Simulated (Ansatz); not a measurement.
Two isomers of C4H6O: A = `C=C/C=C\O`, B = `C=C(C)C=O`.

Calculated with Ansatz (gas phase, PBE0-D4/def2-TZVP geometries, no zero-point term in ΔE). CBS: MP2 limit from def2 TZ/QZ plus the TZ coupled-cluster correction, frozen cores. This one scheme is used for every species. DFT in def2-TZVPP. B3LYP here is the variant with VWN-RPA as its local correlation; programs differ in this. Each species was taken in one conformer, which may not be the lowest.

A:

Z-matrix (Å, degrees):
```
C
C 1 1.334
H 1 1.085 2 121.2
H 1 1.082 2 121.5 3 180.0
C 2 1.443 1 124.9 3 0.0
H 2 1.090 1 117.1 3 -180.0
C 5 1.339 2 125.8 1 180.0
H 5 1.084 2 117.6 1 -0.0
O 7 1.347 5 127.6 2 -0.0
H 7 1.083 5 121.5 2 180.0
H 9 0.963 7 109.8 5 -0.0
```

B:

```xyz
11

C     1.179   -0.888    0.064
C     0.083   -0.134   -0.024
C    -0.047    1.262    0.478
C    -1.098   -0.737   -0.672
O    -2.151   -0.171   -0.818
H     2.093   -0.528    0.523
H     1.186   -1.900   -0.329
H    -0.320    1.936   -0.338
H    -0.854    1.330    1.212
H     0.880    1.610    0.933
H    -0.951   -1.779   -1.028
```

(1) Which is lower in electronic energy at CCSD(T)/CBS, and by how much? (An estimate is asked.)

(2) Give E(B) − E(A) in kcal/mol with PBE0-D4, HF/def2-TZVPP, B3LYP, PBE-D4, CCSD(T)/def2-TZVPP, B3LYP-D4, B2PLYP. (An estimate is asked.)

Largest T1 diagnostic: 0.014.

Answers

(1) Ansatz gave: B, by 10.0 kcal/mol.

(2) Computed: PBE0-D4 -9.6, HF/def2-TZVPP -13.0, B3LYP -9.8, PBE-D4 -9.2, CCSD(T)/def2-TZVPP -11.1, B3LYP-D4 -10.1, B2PLYP -10.8. None reverses the order clearly.

In def2-TZVPP, CCSD(T) changes the Hartree–Fock value by +1.8 kcal/mol (the triples alone add +0.2 kcal/mol) and MP2 by +1.5 kcal/mol.
